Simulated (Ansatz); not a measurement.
**CH₃Mg− (SMILES [CH2-][MgH]): one structure at several levels**

An exercise on one series of results from a longer session: the logs are not shown, and one member is left open.

Program: Ansatz 0.2.0, Gaussian basis. Level of theory: single points in def2-TZVPPD. These are calculated values, not measurements.

Cores are frozen in the correlated methods. The outer core shell of Li, Na, Mg and K is correlated.

### Where the work starts

SMILES `[CH2-][MgH]`, 5 atoms, charge -1, spin multiplicity 1.

Atoms are counted from 1 here; the program's logs count them from 0.

Bond lengths: C1–Mg2 2.126 Å, C1–H3 1.228 Å, C1–H4 1.158 Å, Mg2–H5 2.189 Å. Angles: Mg2–C1–H3 97.8°, Mg2–C1–H4 98.0°, H3–C1–H4 94.7°, C1–Mg2–H5 135.6°.

Geometry (Å):

```xyz
5
charge -1, multiplicity 1
C    -0.3434   -1.0433   -0.2136
Mg    0.3133    0.9290    0.2334
H    -1.3119   -1.0704    0.5403
H     0.3569   -1.6142    0.5111
H     0.7181    2.7426   -0.9230
```

Set-up of the first run:

File run/in.yaml:

```yaml
crystal:
  periodic: [false, false, false]
  atoms:
    - {symbol: C, position_ang: [-0.343400, -1.043300, -0.213600]}
    - {symbol: Mg, position_ang: [0.313300, 0.929000, 0.233400]}
    - {symbol: H, position_ang: [-1.311900, -1.070400, 0.540300]}
    - {symbol: H, position_ang: [0.356900, -1.614200, 0.511100]}
    - {symbol: H, position_ang: [0.718100, 2.742600, -0.923000]}
basis:
  gaussian: {orbitals: "def2-TZVPPD.json"}
total_charge: -1
correlation: {method: ccsd_t}
output: {forces: true}
```

The basis file named in the input lies beside it (Basis Set Exchange, JSON).

No record of the launch command was kept for these runs.

Among the steps run: CCSD(T)/def2-TZVPPD; PBE0-D4/def2-TZVPPD; wB97M-V/def2-TZVPPD; r2SCAN-D4/def2-TZVPPD; PBE-D4/def2-TZVPPD; SPW92/def2-TZVPPD; wB97X-V/def2-TZVPPD.

One table of the session follows, with a row left open; its other results are not shown here.

| method | RMS force component (eV/Å) | angle to CCSD(T) forces (°) |
| --- | --- | --- |
| CCSD(T) | 1.083 | reference |
| PBE0-D4 | 1.096 | 5.2 |
| wB97M-V | 1.138 | 5.0 |
| r2SCAN-D4 | 1.068 | 4.3 |
| PBE-D4 | ? | ? |
| SPW92 | 1.004 | 8.5 |
| wB97X-V | 1.163 | 5.2 |

**Question.** Estimate the row for PBE-D4.

**Answer.** RMS force component (eV/Å): 0.959; angle to CCSD(T) forces (°): 5.0. In the column «RMS force component (eV/Å)» it is the lowest.
